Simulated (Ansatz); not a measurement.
**BH2O− (SMILES B[O-]): single points off equilibrium**

Aim: energy, forces and dipole at a frame of a short trajectory, from CCSD(T) and from density functionals.

Program: Ansatz 0.2.0, Gaussian basis. Level of theory: single points in def2-TZVPPD. These are calculated values, not measurements.

Correlated methods freeze the cores.

1 further run of the same task is left out (it didn't finish).

### 1 Starting geometry

SMILES `B[O-]`, 4 atoms, charge -1, spin multiplicity 1.

Atoms are counted from 1 here; the program's logs count them from 0.

Bond lengths: B1–O2 1.299 Å, B1–H3 1.272 Å, B1–H4 1.214 Å. Angles: O2–B1–H3 123.6°, O2–B1–H4 121.4°, H3–B1–H4 114.9°.

Coordinates:

```
B     0.0798    0.0652   -0.0358
O     1.0144   -0.4033    0.7355
H    -1.1061   -0.3930   -0.0618
H     0.3061    0.9435   -0.8430
```

### 2 PBE-D4/def2-TZVPPD

run/in.yaml

```yaml
crystal:
  periodic: [false, false, false]
  atoms:
    - {symbol: B, position_ang: [0.079807, 0.065174, -0.035763]}
    - {symbol: O, position_ang: [1.014424, -0.403292, 0.735509]}
    - {symbol: H, position_ang: [-1.106121, -0.393009, -0.061765]}
    - {symbol: H, position_ang: [0.306088, 0.943470, -0.843037]}
basis:
  gaussian: {orbitals: "def2-TZVPPD.json"}
total_charge: -1
hamiltonian: {xc: pbe, dispersion: d4}
output: {forces: true}
```

The basis file named in the input lies beside it (Basis Set Exchange, JSON).

Launch:

```bash
$ ansatz run in.yaml --threads 2 --pin off --events-out ev --progress --plain --max-ram 3481MiB
```

### 3 r2SCAN-D4/def2-TZVPPD

Changes to run/in.yaml since step 2:

```diff
@@ -10,3 +10,3 @@
 total_charge: -1
-hamiltonian: {xc: pbe, dispersion: d4}
+hamiltonian: {xc: r2scan, dispersion: d4}
 output: {forces: true}
```

### 4 PBE0-D4/def2-TZVPPD

Changes to run/in.yaml since step 3:

```diff
@@ -10,3 +10,3 @@
 total_charge: -1
-hamiltonian: {xc: r2scan, dispersion: d4}
-output: {forces: true}
+hamiltonian: {xc: pbe0, dispersion: d4}
+output: {forces: true, orbitals: {seedname: orbitals}}
```

### 5 wB97M-V/def2-TZVPPD

Changes to run/in.yaml since step 4:

```diff
@@ -10,3 +10,3 @@
 total_charge: -1
-hamiltonian: {xc: pbe0, dispersion: d4}
-output: {forces: true, orbitals: {seedname: orbitals}}
+hamiltonian: {xc: {name: wB97M-V}}
+output: {forces: true}
```

### 6 CCSD(T)/def2-TZVPPD

Changes to run/in.yaml since step 5:

```diff
@@ -10,3 +10,3 @@
 total_charge: -1
-hamiltonian: {xc: {name: wB97M-V}}
+correlation: {method: ccsd_t}
 output: {forces: true}
```

(Steps that only read results are left out.)

**Question.** What will these runs give? Wanted: RMS force component; RMS force error; HOMO and LUMO, PBE0-D4; T1 diagnostic.

As calculated:

| quantity | value |
| --- | --- |
| RMS force component | 0.326 to 0.512 eV/Å over the methods |
| RMS force error | PBE-D4 0.104, r2SCAN-D4 0.242, PBE0-D4 0.319, wB97M-V 0.261 eV/Å |
| HOMO and LUMO, PBE0-D4 | 0.05 and 4.26 eV |
| T1 diagnostic | 0.019 |

For forces PBE-D4 does best and PBE0-D4 worst. Frozen-core CCSD(T) forces in triple zeta carry basis errors of their own, and this is one geometry, so small gaps rank nothing.
